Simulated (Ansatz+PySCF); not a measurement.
Values are calculated unless marked as measured or tabulated.
**Several solutions for singlet CO**

```xyz
2

C     0.0000    0.0000   -1.2892
O     0.0000    0.0000    0.9669
```

Basis set: cc-pVDZ (spherical functions). Charge 0, multiplicity 1.

ωB97X (unrestricted) was run from several starts with Ansatz (development build ahead of 0.2.0) and PySCF 2.14.0.

```
run  program                                start  converged  energy (hartree)  <S²>
  A   Ansatz              stability test followed        yes        -112.91976  1.58
  B   Ansatz          search for the lowest state        yes        -112.91976  1.58
  C    PySCF                     program defaults        yes        -112.82188  0.00
  D    PySCF  guess minao, instabilities followed        yes        -112.91427  1.83
  E   Ansatz              atomic start, no search        yes        -112.82188  0.00
```

Problem. Which runs reached the lowest solution of this kind, and what is wrong with the others?

Solution. A, B reached the lowest solution found. Converged but too high: C by 2.66 eV, D by 0.15 eV, E by 2.66 eV. Convergence only shows a stationary point, and even a stable one can lie too high; stability tests and further starts are what find lower ones. Caution: the unrestricted determinant is a mixture of spin states. Caution: the determinant breaks the point group.
